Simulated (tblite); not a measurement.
Compound: C₅H₇O (doublet state).
Geometry (GFN2-xTB, Å), atoms numbered from 1 in this order:
```
atom  x, y, z in Å
O1    -2.0143   -0.7119    0.6172
C2    -1.5723    0.5354    0.2876
C3    -0.6957    0.7437   -0.8988
C4     0.6395    0.2613   -0.4901
C5     1.8093    0.4304    0.0615
C6     1.4067   -0.9953   -0.1977
H7    -1.9285   -1.2974   -0.1457
H8    -1.4916    1.1809    1.1449
H9    -0.6558    1.8037   -1.1548
H10   -1.0609    0.1736   -1.7604
H11    2.5774    1.0505    0.4493
H12    1.1221   -1.6259    0.6397
H13    1.8597   -1.5485   -1.0155
```

Calculated harmonic vibrations of the isolated species, GFN2-xTB (tblite), most abundant isotopes, no scaling. Errors from tens to a few hundred cm⁻¹ against measured bands are possible. One conformer, not necessarily the lowest. Open shells enter through the occupations alone, without spin polarisation, and single modes of such species can be off by tens of per cent.

Harmonic wavenumbers (cm⁻¹): 70.1, 76.7, 147.1, 301.9, 343.4, 399.4, 469.0, 585.1, 631.4, 731.9, 910.6, 931.3, 995.2, 1005.3, 1025.9, 1054.3, 1066.6, 1102.9, 1178.2, 1219.6, 1248.9, 1256.1, 1355.0, 1443.9, 1494.3, 1844.2, 2921.6, 2979.3, 2980.7, 3004.2, 3115.6, 3245.5, 3506.5.

A = 7282, B = 2439, C = 2108 MHz; mass 83.050 u (most abundant isotopes); point group C1, symmetry number 1; spin multiplicity 2.

Zero-point energy?

½Σν̃ = 22321 cm⁻¹ = 267.01 kJ/mol.

What is S at 298.15 K and 1 bar for an ideal gas of classical rigid rotors and harmonic oscillators?

Translation 163.97, rotation 111.10, vibration 72.07, spin (R ln 2) 5.76: S = 352.9 J/(mol K).

And Cp and H(298.15 K) − H(0)?

Cp = 111.56 J/(mol K), of which vibrations give 78.30 (their classical limit is 33 R = 274.4); H(298.15 K) − H(0) = 21.34 kJ/mol without the zero-point energy, 11.42 from vibrations.

How do the functions run with temperature in this model?

```tsv
T (K)	S (J/(mol K))	Cp (J/(mol K))	H − H(0) (kJ/mol)	G − H(0) (kJ/mol)	ln q(vib)
50	229.1	47.3	1.93	-9.52	0.27
100	265.7	59.4	4.61	-21.96	1.01
373.15	380.2	132.6	30.50	-111.38	5.23
500	423.5	163.1	49.33	-162.39	7.22
750	498.2	204.8	95.74	-277.87	11.09
1000	561.0	231.7	150.52	-410.48	14.75
```

q(vib) and H(0) count from the zero-point level.

What must be added to the electronic energy to get the Gibbs energy at 298.15 K and 1 bar?

ZPE + [H(298.15 K) − H(0)] − T·S = 267.01 + 21.34 − 105.22 = 183.13 kJ/mol.

Blend soft modes into free rotors: weight 1/[1 + (100 cm⁻¹/ν̃)⁴] for the oscillator and the rest for a rotor with moment μB/(μ + B), μ = h/(8π²ν), B = 10⁻⁴⁴ kg m². What vibrational entropy results?

66.11 J/(mol K) in place of 72.07, which changes −T·S at 298.15 K by +1.78 kJ/mol.

Hindered rotation and anharmonicity are outside this model. Other conformers, if any are populated, would add a mixing term that is left out. The structure is chiral; the term R ln 2 for an equal mix with its mirror image is left out.
